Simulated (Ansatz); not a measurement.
# CH2AlO radical: one structure at several levels

One table from this session's results is given with a row withheld; the runs are named, their logs left out.

The runs use Ansatz 0.2.0, Gaussian basis; single points in def2-TZVPP.

Cores are frozen in the correlated methods. Orbitals are unrestricted. B3LYP uses VWN-RPA correlation.

## Starting geometry

SMILES `[CH2]1[O][Al]1`, 5 atoms, charge 0, spin multiplicity 2.

Atoms are counted from 1 here; the program's logs count them from 0.

Bond lengths: C1–O2 1.504 Å, C1–Al3 2.105 Å, C1–H4 1.056 Å, C1–H5 1.276 Å, O2–Al3 1.714 Å. Angles: O2–C1–Al3 53.6°, O2–C1–H4 121.8°, O2–C1–H5 116.7°, Al3–C1–H4 126.1°, Al3–C1–H5 123.6°, H4–C1–H5 106.1°, C1–O2–Al3 81.4°, C1–Al3–O2 44.9°.

Geometry (Å):

```
C    -0.02380    0.27550   -0.25730
O    -0.68430   -0.61230    0.76110
Al    0.55660   -1.68190    0.25620
H    -0.51620    0.56600   -1.14570
H     0.55610    1.32290    0.18410
```

Set-up of the first run:

File run/in.yaml:

```yaml
crystal:
  periodic: [false, false, false]
  atoms:
    - {symbol: C, position_ang: [-0.023800, 0.275500, -0.257300]}
    - {symbol: O, position_ang: [-0.684300, -0.612300, 0.761100]}
    - {symbol: Al, position_ang: [0.556600, -1.681900, 0.256200]}
    - {symbol: H, position_ang: [-0.516200, 0.566000, -1.145700]}
    - {symbol: H, position_ang: [0.556100, 1.322900, 0.184100]}
basis:
  gaussian: {orbitals: def2-TZVPP}
magnetization: {spin_polarized: true, initial_magnetization: 1}
correlation: {method: ccsd_t}
scf: {omitted_lower_state_checks: [cluster_reference]}
output: {forces: true}
```

The command line of these runs was not kept.

Steps of the session up to this table: CCSD(T)/def2-TZVPP; PBE0-D4/def2-TZVPP; wB97M-V/def2-TZVPP; r2SCAN-D4/def2-TZVPP; PBE-D4/def2-TZVPP; B3LYP-D4/def2-TZVPP; r2SCANh-D4/def2-TZVPP.

One of the session's tables, all rows but one given; the rest of the session is left out.

| method | RMS force component (eV/Å) | angle to CCSD(T) forces (°) | dipole (D) |
| --- | --- | --- | --- |
| CCSD(T) | 1.802 | reference | 1.14 |
| PBE0-D4 | 1.808 | 7.4 | 1.09 |
| wB97M-V | 1.862 | 3.8 | 1.21 |
| r2SCAN-D4 | 1.713 | 7.0 | 1.00 |
| PBE-D4 | 1.682 | 9.0 | 0.98 |
| B3LYP-D4 | ? | ? | ? |
| r2SCANh-D4 | 1.760 | 7.2 | 1.04 |

Q: Estimate the row for B3LYP-D4 from the others.

The run gave: RMS force component (eV/Å): 1.739; angle to CCSD(T) forces (°): 3.3; dipole (D): 1.14. In the column «RMS force component (eV/Å)» it lies between r2SCAN-D4 (1.713) and r2SCANh-D4 (1.760).

Caveats from the session: The unrestricted reference is spin-contaminated, which hurts MP2 most.
